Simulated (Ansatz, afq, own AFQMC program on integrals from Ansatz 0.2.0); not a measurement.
GeH₃, doublet: AFQMC among the cluster methods

```xyz
4

Ge    0.0000    0.0000   -0.0187
H     1.4650    0.0169    0.4526
H    -0.7483    1.2611    0.4484
H    -0.7191   -1.2778    0.4488
```

Basis 6-31G. Noble-gas cores (and the filled d shells of Ga–Kr and In–Xe) are frozen. Ansatz 0.2.0 and our own AFQMC program on the same integrals; the CISD trial comes from CCSD amplitudes, and released means the phaseless constraint is let go. Free AFQMC starts from the CCSD state and is never constrained. Its projection time is finite, and what remains of the start isn't in its error. ± is one standard error of the sampling. No spin–orbit coupling.

Determinant: UHF, the one that the program's search chose, which needn't be the lowest solution. The geometry is a point of a scan.

Full CI on the same integrals is exact in this basis and with this determinant's frozen core.

Cautions: no relativity below Rb; no spin-orbit coupling; inner d shell frozen.

- T1 diagnostic: 0.0087
- weight of the determinant in the CISD state: 0.948
- ⟨S²⟩ of the determinant: 0.754
- size of the correlated space: 7 electrons in 21 orbitals

```csv
level,correlation energy (eV)
MP2,-1.3404
CCSD,-1.8745
CCSD(T),-1.8982
```

Estimate where phaseless AFQMC with a CISD trial lies against CCSD(T) on the same integrals.

0.31 ± 0.02 mEh below CCSD(T).

Reference: full CI, correlation energy -1.908 eV. The released energy is read at 2.40 1/Eh (meV from the phaseless value at times in 1/Eh: -0.3 ± 0.5 at 0.24, -0.4 ± 0.4 at 0.51, -0.6 ± 0.4 at 0.99, -0.9 ± 0.3 at 1.62, -0.7 ± 0.4 at 2.40).

```csv
level,E − E(reference) (mEh),share of correlation (%)
CCSD(T),0.35,99.50
ph-AFQMC/HF,-0.65 ± 0.49,100.92
ph-AFQMC/CISD,0.04 ± 0.02,99.94
released AFQMC,0.02 ± 0.01,99.98
free AFQMC,-0.01 ± 0.009,100.02
```

Free projections are given only where their last times agree within the noise and don't stop above the reference; a slow remainder of the start can still hide under it. A walk keeps the symmetry of its determinant, which the program's search chose and which needn't be the lowest solution, so a lower state of the same spin and another symmetry isn't excluded. Released energies are given only where the last usable release times agree within the noise; a slower fall can still hide under it.
